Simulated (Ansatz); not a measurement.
`[NH2][Na]` + H₂S → `[Na][SH]` + NH₃ at 400 K and 1 bar (ligand exchange at the Na–N bond).

Isolated molecules relaxed with PBE0-D4/def2-TZVP in Ansatz; ΔE leaves out vibrations. CBS: MP2 limit from def2 TZ/QZ plus the TZ coupled-cluster correction, frozen cores. This one scheme is used for every species. For Na outer-core shells are correlated without core-valence functions, which leaves a few kJ/mol of doubt a bond.

| species | CCSD(T)/CBS energy (Eh) | H − E (kJ/mol) | S (J/(mol·K)) |
| --- | --- | --- | --- |
| `[NH2][Na]` | -217.98196 | 76.3 | 275.0 |
| H₂S | -398.97279 | 53.4 | 215.9 |
| `[Na][SH]` | -560.50072 | 37.0 | 270.1 |
| NH₃ | -56.50880 | 104.2 | 203.1 |

H − E and S are ideal-gas, rigid-rotor, harmonic terms from PBE0-D4/def2-TZVP. 1 Eh = 2625.50 kJ/mol, R = 8.31446 J/(mol·K).

Question: By hand: ΔE, ΔH, ΔS and ΔG.

Answer: ΔE = (-560.50072) + (-56.50880) − (-217.98196) − (-398.97279) = -0.05477 Eh = -143.8 kJ/mol. Δ(H − E) = 37.0 + 104.2 − 76.3 − 53.4 = 11.5, so ΔH = -132.3 kJ/mol. ΔS = 270.1 + 203.1 − 275.0 − 215.9 = -17.7 J/(mol·K). ΔG = -132.3 − 400 × (-17.7)/1000 = -125.2 kJ/mol.

Question: By hand: the equilibrium constant, and the temperature at which ΔG would vanish if ΔH and ΔS stayed fixed.

Answer: log₁₀ K = −ΔG/(RT ln 10) = 16.3. ΔG = 0 at ΔH/ΔS = 7475 K, far beyond where these terms or the molecules hold.

ΔH outweighs TΔS. A doubt of 5 kJ/mol in ΔE shifts log₁₀ K by 0.7 here. These are equilibria of isolated gas molecules and say nothing of rates. Largest T1 diagnostic: 0.012 (customary marks: 0.02 for closed shells, 0.045 for open ones).
